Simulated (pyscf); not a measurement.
Thermochemistry of product channels of `[F][SiH2]` [doublet] + `[H][H]` on the doublet surface, in kcal/mol, from ωB97M-D3(BJ)/def2-TZVP energies (ideal gas, 1 atm, RRHO with modes under 100 cm⁻¹ raised to 100, one conformer, R ln 2 for rigid chiral ones). PySCF, gas phase, ωB97X-D3(BJ)/def2-SVP geometries.

```csv
products,ΔE,ΔH(298 K),ΔG(298 K),ΔG(600 K)
`[SiH2]` [singlet] + `[FH]` + `[H]` [doublet],+95.2,+92.5,+84.3,+75.8
`[SiH3]` [doublet] + `[FH]`,+23.8,+25.6,+24.9,+24.3
```

These are energies of the channels, which say nothing of barriers.
